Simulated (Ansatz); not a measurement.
Geometry optimisation, Ansatz 0.2.0, RKS PBE0-D4/def2-SVP.

Input file:

```yaml
crystal:
  periodic: [false, false, false]
  atoms:
    - { symbol: B, position_ang: [-0.005548, 0.427573, 0.057511] }
    - { symbol: H, position_ang: [-0.06674, 0.769317, 1.201451] }
    - { symbol: H, position_ang: [1.069196, 0.370623, -0.491198] }
    - { symbol: H, position_ang: [-1.023458, 0.278601, -0.576536] }
    - { symbol: Si, position_ang: [0.102171, -2.552929, 1.020177] }
    - { symbol: H, position_ang: [-0.761925, -3.190003, -0.010375] }
    - { symbol: H, position_ang: [1.52288, -2.970675, 0.864094] }
    - { symbol: H, position_ang: [-0.395143, -2.849402, 2.392936] }
    - { symbol: H, position_ang: [0.034267, -1.072905, 0.871741] }
basis:
  gaussian: { orbitals: def2-SVP }
hamiltonian:
  xc: pbe0
  dispersion: d4
relax:
  f_tol: 0.03
  max_steps: 50
```

Launched with:

```bash
$ ansatz run input.yaml --threads 1 --pin off --max-ram 2048MiB --backend cpu --events-out ev --progress --plain --runs-dir out
```

Question: Where does it end, and by what steps?

Answer: The run converged. After 18 steps the energy has fallen by 0.532 eV; H3 moved furthest, 1.21 Å. Joined: B1–Si5 (3.13 → 2.17 Å), B1–H9 (1.71 → 1.29 Å).

```csv
step,energy less start (eV),largest force component (eV/Å),accepted
0,0.0000,0.547,yes
1,-0.0408,0.451,yes
2,-0.0767,0.226,yes
3,-0.0927,0.199,yes
4,-0.1095,0.308,yes
5,-0.1300,0.330,yes
6,-0.1981,0.160,yes
7,-0.2798,0.546,yes
8,-0.3454,0.773,yes
9,-0.4114,0.412,yes
10,-0.4704,0.436,yes
11,-0.4827,0.497,yes
12,-0.4663,0.852,no
13,-0.5203,0.141,yes
14,-0.5265,0.077,yes
15,-0.5287,0.105,yes
16,-0.5299,0.087,yes
17,-0.5305,0.052,yes
18,-0.5316,0.022,yes
```

```xyz
9
Properties=species:S:1:pos:R:3
B -0.119 -0.078 0.347
H 0.573 0.760 0.877
H 0.584 -0.731 -0.434
H -1.175 0.199 -0.172
Si 0.200 -2.177 0.794
H -0.397 -2.865 -0.382
H 1.677 -2.313 0.904
H -0.391 -2.818 2.017
H -0.477 -0.766 1.380
```

Whether the end is a true minimum wasn't checked by a vibrational analysis.

The run took 27 s on 1 thread of Arm Neoverse V2, on a shared host, peak memory 0.12 GiB.
